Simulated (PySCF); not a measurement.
# How the method changes the constants of HCl⁺

State: ²Π (doublet), unpaired electrons π ↑. Set-up: PySCF, no relativity, basis sets H cc-pVDZ, Cl cc-pV(D+d)Z. De refers to H + Cl⁺ in their high-spin ground configurations, without counterpoise correction. The functionals are run spin-unrestricted. A positive dipole points towards Cl; it is taken about the centre of mass and depends on that origin.

```
      Level  Re (Å)  ωe (cm⁻¹)  De (eV)  μ (D)  CPU s a point (SCF and correlation, without the integrals)
        UHF   1.308       2866     3.56  -1.92                                                       0.034
    UHF-MP2   1.318       2792     4.36    n/a                                                       0.047
UHF-SCS-MP2   1.319       2785     4.40    n/a                                                         n/a
   UHF-CCSD   1.321       2764     4.40    n/a                                                         n/a
UHF-CCSD(T)   1.322       2751     4.43    n/a                                                        0.28
        PBE   1.341       2586     4.88  -1.89                                                        0.24
     revPBE   1.340       2594     4.78  -1.86                                                        0.19
       BP86   1.343       2573     5.02  -1.89                                                        0.19
     r²SCAN   1.329       2673     4.91  -1.91                                                        0.37
       PBE0   1.327       2696     4.80  -1.90                                                        0.36
        M06   1.332       2641     4.81  -1.87                                                        0.36
```

Which functional lies closest to UHF-CCSD(T) in De, which farthest, and by how much do they differ from it?

Closest is revPBE (+1.8 pm in Re, -5.7 % in ωe, +0.35 eV in De against UHF-CCSD(T) in the same basis), farthest BP86 (+2.1 pm in Re, -6.5 % in ωe, +0.59 eV in De). CCSD(T) converges more slowly with the basis than the functionals do and binds too weakly in this one, so the order can change at the basis-set limit.

What does the step from GGA to meta-GGA do here, going from PBE to r²SCAN?

r²SCAN less PBE: -1.2 pm in Re, +3.4 % in ωe, +0.03 eV in De. 

What does second-order correlation do here, going from UHF to UHF-MP2?

UHF-MP2 less UHF: +1.0 pm in Re, -2.6 % in ωe, +0.80 eV in De. Correlation nearly always deepens the well. The bond lengthens, as in strong covalent bonds, where excitations into antibonding orbitals dominate.

Correlated steps freeze 5 core orbitals. Correlated levels converge slowly with the basis: in double zeta they bind strong bonds too weakly, by up to about 1 eV, and carry superposition errors of some tenths. For an ion De counts to the pair picked by the measured ionisation energies or electron affinities, which need not be the lowest pair at this level. The state is the lowest determinant that a PBE0 search found; another state may lie lower at other levels.

The whole job (state search and all levels along the bond) took about 0.5 min on 1 thread of Arm Neoverse V1 (shared host), peak memory 0.34 GiB.
